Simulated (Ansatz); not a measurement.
**BNH3 (doublet): wave-function methods side by side at a displaced geometry (v2), cc-pVDZ**

One table from this session's results is given with a row withheld; the runs are named, their logs left out.

Computed with Ansatz 0.2.0, Gaussian basis. Level: cc-pVDZ, core rule «outside noble gas», up to 2 orbitals frozen.

Plan: UHF; CCSD(T) on ROHF; CCSD(T) on UHF; BCCD(T) on ROHF; CISD; CCSDT(Q) on ROHF; CCSDT(Q) on UHF.

22 further runs of the same task are left out: 1 for a known fault of the program, 8 that didn't finish, 13 set aside as unsound or not needed.

## The system

The geometry is a PBE0/def2-TZVP stationary point (not a proven minimum) with its atoms shifted at random (size 0.100 Å).

5 atoms, charge 0, spin multiplicity 2.

Atoms are counted from 1 here; the program's logs count them from 0.

Bond lengths: B1–N2 1.374 Å, B1–H3 1.184 Å, N2–H4 0.940 Å, N2–H5 1.150 Å. Angles: N2–B1–H3 124.6°, B1–N2–H4 123.4°, B1–N2–H5 121.8°, H4–N2–H5 111.0°.

The first run:

The input, in.yaml:

```yaml
crystal:
  periodic: [false, false, false]
  atoms:
    - {symbol: B, position_ang: [0.090245, -0.176681, 0.782730]}
    - {symbol: N, position_ang: [-0.074630, 0.078871, -0.557191]}
    - {symbol: H, position_ang: [0.001991, 0.636891, 1.638862]}
    - {symbol: H, position_ang: [0.085099, 0.919496, -0.947369]}
    - {symbol: H, position_ang: [-0.017959, -0.757346, -1.343998]}
basis:
  gaussian: {orbitals: cc-pVDZ}
magnetization: {spin_polarized: true, initial_magnetization: 1}
hamiltonian: {xc: hf}
output: {orbitals: {seedname: orbitals}}
```

Command:

```bash
$ ansatz run in.yaml --threads 1 --pin off --events-out ev --progress --plain --max-ram 2393MiB
```

Among the steps run: UHF; CCSD(T) on ROHF; CCSD(T) on UHF; BCCD(T) on ROHF; CISD; CCSDT(Q) on ROHF; CCSDT(Q) on UHF.

One table of the session follows, with a row left open; its other results are not shown here.

```
   method  from UCCSDT(Q) (kJ/mol)
     ROHF                   +720.1
      UHF                   +716.6
     RMP2                    +86.1
     UMP2                    +85.4
     CISD                    +69.1
    RCCSD                    +21.8
    UCCSD                        ?
 RCCSD(T)                     +3.2
 UCCSD(T)                     +3.2
  BCCD(T)                     +3.2
   RCCSDT                     +1.5
   UCCSDT                     +1.5
RCCSDT(Q)                     +0.1
UCCSDT(Q)                        0
```

Q: Estimate the row for UCCSD from the others.

As computed: from UCCSDT(Q) (kJ/mol): +21.7. In the column «from UCCSDT(Q) (kJ/mol)» it lies between BCCD(T) (+3.2) and RCCSD (+21.8).

Limits of these values: Restricted and unrestricted rows rest on different reference determinants; where their highest levels disagree by more than a few hundredths of an eV, they describe different states and don't form one ladder.
